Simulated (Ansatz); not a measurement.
A made-up structure of CH$_{3}$OS, doublet:

O1  (0.590, 0.073, -1.387)
C2  (-0.044, -0.361, -0.297)
S3  (-0.760, 0.871, 0.846)
H4  (-2.105, 0.780, 1.024)
H5  (-0.865, -1.047, -0.567)
H6  (0.406, 1.461, 1.149)
(Å)

It is relaxed with PBE-D4/def2-SVP and then PBE0-D4/def2-TZVP (Ansatz 0.2.0). Atoms count as bonded within 1.22 times the sum of their covalent radii (H–H: 0.88 Å). The end point is not checked to be a true minimum.

Q: Does its bonding change? (Judge from chemistry; the calculation decides.)

A: The calculation gives: Yes. Formed: none; broken: S3–H4.

Where it ends: The first stage lowers the energy by 2.43 eV in 20 steps. It ends as a complex of CH₂OS ([O][CH][SH]) + H:
```json
{"atom": "O1", "x (Å)": "0.8732", "y (Å)": "-0.2405", "z (Å)": "-1.0882"}
{"atom": "C2", "x (Å)": "-0.0808", "y (Å)": "-0.0214", "z (Å)": "-0.4046"}
{"atom": "S3", "x (Å)": "-0.1653", "y (Å)": "1.1452", "z (Å)": "0.9208"}
{"atom": "H4", "x (Å)": "-3.4620", "y (Å)": "-0.1240", "z (Å)": "1.0800"}
{"atom": "H5", "x (Å)": "-1.0503", "y (Å)": "-0.5387", "z (Å)": "-0.5254"}
{"atom": "H6", "x (Å)": "1.1075", "y (Å)": "1.5569", "z (Å)": "0.7849"}
```

Labels in which every atom is bracketed show which atoms are joined, not bond orders.

For scale, one of the runs: PBE0-D4/def2-TZVP relaxation, 117 basis functions, launched by `ansatz run in.yaml --threads 2 --pin off --events-out ev --progress --plain --max-ram 4352MiB`. The run took about 25 s on 2 CPU threads of an Arm Neoverse V2 (shared host).
